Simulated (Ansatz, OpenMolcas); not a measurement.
Worked example: the enthalpy of formation of BOF (fluoro(oxo)borane)

BOF: 3 atoms, total charge 0, spin state singlet. SMILES: `O=BF`. The coordinates come from a PBE0-D4/def2-TZVP relaxation.

```xyz
3

O     0.9831   -0.5651    0.4799
B     0.0203   -0.0116    0.0099
F    -1.0034    0.5768   -0.4898
```

Total energies at SVWN5/cc-pVTZ (OpenMolcas 26.06); the atoms run unrestricted:

| species | state | energy (Eh) |
| --- | --- | --- |
| BOF | singlet | -198.650051 |
| O | triplet | -74.521768 |
| B | doublet | -24.354232 |
| F | doublet | -99.100791 |

Harmonic wavenumbers at PBE0-D4/def2-TZVP, in cm⁻¹: 514, 514, 1033, 2150.

Measured heats of formation of the gaseous atoms at 298.15 K, in kJ/mol: O 249.2, B 570.3, F 79.4. Spin-orbit lowering of the atoms at 298 K (mean of the ground term's levels less their thermal mean, from spectra), in kJ/mol: O 0.40, B 0.00, F 1.29. Take 1 Eh = 2625.50 kJ/mol, 1 cm⁻¹ = 0.0119627 kJ/mol, RT = 2.479 kJ/mol.

Question: What heat of formation follows?

Answer: 
1. Electronic atomisation energy: (-74.521768) + (-24.354232) + (-99.100791) − (-198.650051) = 0.673260 Eh = 1767.6 kJ/mol.
2. Zero-point energy: half the sum of the wavenumbers, 2105.5 cm⁻¹ = 25.2 kJ/mol.
3. Thermal vibrational enthalpy, Σ hcν̃/(exp(hcν̃/kT) − 1): 1.2 kJ/mol. Translation, rotation and pV of a linear molecule: 3.5 RT = 8.7 kJ/mol.
4. The 3 free atoms carry 5/2 RT each: 18.6 kJ/mol.
5. Spin-orbit coupling lowers the free atoms by 0.40 + 0.00 + 1.29 = 1.7 kJ/mol.
6. Atomisation enthalpy at 298 K: 1767.6 − 1.7 − 25.2 − 1.2 − 8.7 + 18.6 = 1749.4 kJ/mol.
7. Sum of the atoms' heats of formation: 898.9 kJ/mol. Heat of formation: 898.9 − 1749.4 = -850.5 kJ/mol.

No measured value is set beside it here. The LDA overbinds, which puts heats of formation too low. Anharmonicity and any spin-orbit splitting of the molecule are left out.
